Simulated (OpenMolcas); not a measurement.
**HF (hydrogen fluoride): a chain of runs**

Aim: a series of 9 runs (HF/3-21G, CASSCF(8,5)/3-21G, CASPT2(8,5)/3-21G, CASPT2[IPEA 0](8,5)/3-21G, SC-NEVPT2(8,5)/3-21G, PC-NEVPT2(8,5)/3-21G, MC-PDFT[tPBE](8,5)/3-21G, MRCI(8,5)/3-21G, and more) of HF (hydrogen fluoride). 

The results are computed with OpenMolcas 26.06.

### 1 Starting point

The species is HF (2 atoms), meant as a singlet with charge 0. SMILES: `F`. The F1–H2 distance was set to 1.610 Å, away from the relaxed value.

### 2 The energy at HF/3-21G (run 1)

geom.xyz reads:

```xyz
2

F     -0.974973     0.361490    -0.490986
H      0.390000    -0.144600     0.196400
```

step1.input reads:

```
* FH Hartree-Fock
>>> EXPORT MOLCAS_PRINT=2

&GATEWAY
 BasLib = $CurrDir
 Coord = geom.xyz
 Basis = 3-21G
 Group = NoSym

&SEWARD

&SCF
 PrOrbitals = 1 1
```

The basis set 3-21G is read from a file made from the Basis Set Exchange's data (not shown).

The run is started by

```console
$ export MOLCAS_MEM=1860
$ pymolcas step1.input > step1.log
```

The program printed:

```text
--- Start Module: gateway ---
[...]
--- Stop Module: gateway /rc=_RC_ALL_IS_WELL_ ---
--- Start Module: seward ---
[...]
      Basis functions           11
--- Stop Module: seward /rc=_RC_ALL_IS_WELL_ ---
--- Start Module: scf ---
[...]
       Convergence after   9 Iterations
[...]
::    Total SCF energy                                -99.3047997533
[...]
      Total spin, S                                     0.0000000000
[...]
      Total electronic charge=   10.000000
      Total            charge=   -0.000000
[...]
      Dipole Moment (debye):
      Origin of the operator (angstrom)=   -0.9062    0.3360   -0.4564
                   X=  2.0889E+00               Y= -7.7449E-01               Z=  1.0519E+00           Total=  2.4637E+00
      Quadrupole Moment (debye*angstrom):
[...]
--- Stop Module: scf /rc=_RC_ALL_IS_WELL_ ---
[...]
```

Run time: 1.5 s. Hardware: 1 thread of Arm Neoverse V1, shared host; peak memory 0.37 GiB.

### 3 The energy at CASSCF(8,5)/3-21G (run 2)

geom.xyz is that of step 2.

step2.inp reads:

```
&gateway
 baslib
 $CurrDir
 coord
 geom.xyz
 basis
 3-21G
 group
 NoSym

&seward

&rasscf
 fileorb
 $CurrDir/step1.ScfOrb
 spin
 1
 nactel
 8 0 0
 inactive
 1
 ras2
 5
 orblisting
 Nothing
```

The basis set 3-21G is read from a file made from the Basis Set Exchange's data (not shown).

The run is started by

```console
$ export MOLCAS_MEM=1860
$ pymolcas step2.inp > step2.log
```

The program printed:

```text
--- Start Module: gateway ---
[...]
--- Stop Module: gateway /rc=_RC_ALL_IS_WELL_ ---
--- Start Module: seward ---
[...]
      Basis functions           11
--- Stop Module: seward /rc=_RC_ALL_IS_WELL_ ---
--- Start Module: rasscf ---
[...]
      Number of active orbitals                  5
[...]
      Spin quantum number                      0.0
[...]
      Active orbitals                            5
[...]
      Number of CSFs                            15
[...]
      Number of root(s) required                 1
[...]
      Convergence after  8 iterations
[...]
      printout of CI-coefficients larger than  0.05 for root  1
      energy=     -99.391599
      conf/sym  11111     Coeff  Weight
             1  22220  -0.93308 0.87063
             4  22202   0.35907 0.12893
      Natural orbitals and occupation numbers for root  1
      sym 1:   1.999639   1.999740   1.999740   1.742139   0.258742
      ************************************************************************************************************************
      *                                                    Final results                                                     *
[...]
::    RASSCF root number  1 Total energy:    -99.39159867
[...]
      Total electronic charge=   10.000000
      Total            charge=   -0.000000
[...]
      Dipole Moment (debye):
      Origin of the operator (angstrom)=   -0.9062    0.3360   -0.4564
                   X=  8.5463E-01               Y= -3.1687E-01               Z=  4.3038E-01           Total=  1.0080E+00
      Quadrupole Moment (debye*angstrom):
[...]
--- Stop Module: rasscf /rc=_RC_ALL_IS_WELL_ ---
[...]
```

Wall time 1.6 s (1 thread of Arm Neoverse V1, shared host); peak memory 0.37 GiB.

Runs 3 to 7 aren't shown in full; the table further down has their settings and results.

### 4 A single-point energy at MRCI(8,5)/3-21G (run 8)

geom.xyz is that of step 3.

step8.inp reads:

```
* FH MRCI

&gateway
  baslib = $CurrDir
  coord = geom.xyz
  basis = 3-21G
  group = NoSym

&seward

&rasscf
  fileorb = $CurrDir/step2.RasOrb
  spin = 1
  nactel = 8 0 0
  inactive = 1
  ras2 = 5
  orblisting = Nothing

&motra
  lumorb
  frozen = 1

&guga
  electrons = 8
  spin = 1
  inactive = 0
  active = 5
  ciall = 1

&mrci
  sdci
```

The basis set 3-21G is read from a file made from the Basis Set Exchange's data (not shown).

The run is started by

```console
$ export MOLCAS_MEM=1860
$ pymolcas step8.inp > step8.log
```

The program printed:

```text
--- Start Module: gateway ---
[...]
--- Stop Module: gateway /rc=_RC_ALL_IS_WELL_ ---
[...]
      Basis functions           11
[...]
      Number of active orbitals                  5
[...]
      Spin quantum number                      0.0
[...]
      Active orbitals                            5
[...]
      Number of CSFs                            15
[...]
      Number of root(s) required                 1
[...]
      Convergence after  4 iterations
[...]
      printout of CI-coefficients larger than  0.05 for root  1
      energy=     -99.391599
      conf/sym  11111     Coeff  Weight
             1  22220  -0.93308 0.87063
             4  22202   0.35907 0.12893
      Natural orbitals and occupation numbers for root  1
      sym 1:   1.999639   1.999740   1.999740   1.742139   0.258742
      ************************************************************************************************************************
      *                                                    Final results                                                     *
[...]
::    RASSCF root number  1 Total energy:    -99.39159867
[...]
      Dipole Moment (debye):
      Origin of the operator (angstrom)=   -0.9062    0.3360   -0.4564
                   X=  8.5463E-01               Y= -3.1687E-01               Z=  4.3038E-01           Total=  1.0080E+00
      Quadrupole Moment (debye*angstrom):
[...]
--- Start Module: guga ---
[...]
       (But an ACPF correction will be computed)
       USE THE DEFAULT ACPF G-VALUE GFAC=  0.25000000000000000
[...]
                      CI ENERGY:   -99.48134802
[...]
                ACPF CORRECTION:    -0.00106262
[...]
      Total electronic charge=   10.000000
      Total            charge=   -0.000000
[...]
     ACPF CORRECTION:     -0.00106262
[...]
  CI State   1     Total energy:    -99.48134802     QDav:     -0.00142244     QACPF:     -0.00106262
[...]
```

Wall time 1.7 s (1 thread of Arm Neoverse V1, shared host); peak memory 0.37 GiB.

### 5 A single-point energy at MRACPF(8,5)/3-21G (run 9)

geom.xyz is that of step 4.

step9.inp reads:

```
>>> EXPORT MOLCAS_PRINT=2
&GATEWAY
BasLib=$CurrDir
Coord=geom.xyz
Basis=3-21G
Group=NoSym
&SEWARD
&RASSCF
FileOrb=$CurrDir/step2.RasOrb
Spin=1
Nactel=8 0 0
Inactive=1
Ras2=5
OrbListing=Nothing
&MOTRA
LumOrb
Frozen=1
&GUGA
Electrons=8
Spin=1
Inactive=0
Active=5
CIAll=1
&MRCI
ACPF
```

The basis set 3-21G is read from a file made from the Basis Set Exchange's data (not shown).

The run is started by

```console
$ export MOLCAS_MEM=1860
$ pymolcas step9.inp > step9.log
```

The program printed:

```text
--- Start Module: gateway ---
[...]
--- Stop Module: gateway /rc=_RC_ALL_IS_WELL_ ---
[...]
      Basis functions           11
[...]
      Number of active orbitals                  5
[...]
      Spin quantum number                      0.0
[...]
      Active orbitals                            5
[...]
      Number of CSFs                            15
[...]
      Number of root(s) required                 1
[...]
      Convergence after  4 iterations
[...]
      printout of CI-coefficients larger than  0.05 for root  1
      energy=     -99.391599
      conf/sym  11111     Coeff  Weight
             1  22220  -0.93308 0.87063
             4  22202   0.35907 0.12893
      Natural orbitals and occupation numbers for root  1
      sym 1:   1.999639   1.999740   1.999740   1.742139   0.258742
      ************************************************************************************************************************
      *                                                    Final results                                                     *
[...]
::    RASSCF root number  1 Total energy:    -99.39159867
[...]
      Dipole Moment (debye):
      Origin of the operator (angstrom)=   -0.9062    0.3360   -0.4564
                   X=  8.5463E-01               Y= -3.1687E-01               Z=  4.3038E-01           Total=  1.0080E+00
      Quadrupole Moment (debye*angstrom):
[...]
--- Start Module: guga ---
[...]
--- Stop Module: guga /rc=_RC_ALL_IS_WELL_ ---
--- Start Module: mrci ---
[...]
       USE THE DEFAULT ACPF G-VALUE GFAC=  0.25000000000000000
[...]
    MR ACPF CALCULATION.
[...]
            REFERENCE CI ENERGY:   -99.39159867
[...]
        ACPF CORRELATION ENERGY:    -0.09082585
                    ACPF ENERGY:   -99.48242452
[...]
      Total electronic charge=   10.000000
      Total            charge=   -0.000000
[...]
  ACPF State   1     Total energy:    -99.48242452
[...]
```

Run time: 1.7 s. Hardware: 1 thread of Arm Neoverse V1, shared host; peak memory 0.37 GiB.

### 6 The series

| run | level | active rule | inactive | energy (Eh) | dipole moment (D) of the reference | wall time |
| --- | --- | --- | --- | --- | --- | --- |
| 1 | HF/3-21G | – | – | -99.304800 | 2.46 | 1.5 s |
| 2 | CASSCF(8,5)/3-21G | full valence | 1 | -99.391599 | 1.01 | 1.6 s |
| 3 | CASPT2(8,5)/3-21G | full valence | 1 | -99.479544 | 1.01 | 1.6 s |
| 4 | CASPT2[IPEA 0](8,5)/3-21G | full valence | 1 | -99.480091 | 1.01 | 1.6 s |
| 5 | SC-NEVPT2(8,5)/3-21G | full valence | 1 | -99.470052 | 1.01 | 1.6 s |
| 6 | PC-NEVPT2(8,5)/3-21G | full valence | 1 | -99.470680 | 1.01 | 1.6 s |
| 7 | MC-PDFT[tPBE](8,5)/3-21G | full valence | 1 | -99.646061 | 1.01 | 1.8 s |
| 8 | MRCI(8,5)/3-21G | full valence | 1 | -99.481348 | 1.01 | 1.7 s |
| 9 | MRACPF(8,5)/3-21G | full valence | 1 | -99.482425 | 1.01 | 1.7 s |

### 7 Summary of results

| quantity | value |
| --- | --- |
| run 9, MRACPF(8,5)/3-21G: total energy | -99.48242 Eh |
| run 9, MRACPF(8,5)/3-21G: dipole moment (CASSCF density) | 1.01 D |

**Reading.** Below the HF energy at the same shape and in the same basis (3-21G): CASSCF(8,5) -86.8 mEh; CASPT2(8,5) -174.7 mEh; CASPT2[IPEA 0](8,5) -175.3 mEh; SC-NEVPT2(8,5) -165.3 mEh; PC-NEVPT2(8,5) -165.9 mEh; MRCI(8,5) -176.5 mEh. Active-space methods hold only the correlation inside their space unless a perturbation or CI step follows. In run 1 a closed-shell determinant meets a far-stretched bond, which it describes badly. All runs together took 15 s, the longest 1.8 s.
